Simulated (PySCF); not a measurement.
C2H5, SMILES [CH2]C (connectivity only; charge and spin as stated), charge +1, multiplicity 1.

Coordinates come from a PBE0-D3(BJ)/def2-TZVP optimisation. The geometry has at least one imaginary mode, so it is a saddle point at that level. The spin state was assumed, not searched. The isomer is the one that the SMILES or the coordinates give; other isomers of the formula were not compared.

Computed with M06-2X/def2-TZVPD (PySCF).

Symmetry labels are those of the subgroup Cs that the program uses (full group Cs).

Computed valence orbital energies around the gap with their symmetry:
```tsv
orbital	symmetry	energy (eV)
HOMO−7	A'	-297.13
HOMO−6	A'	-294.00
HOMO−5	A'	-31.90
HOMO−4	A'	-26.50
HOMO−3	A'	-22.70
HOMO−2	A'	-20.89
HOMO−1	A"	-19.99
HOMO	A'	-19.17
LUMO	A"	-9.39
LUMO+1	A'	-4.38
LUMO+2	A'	-3.44
LUMO+3	A'	-3.02
```
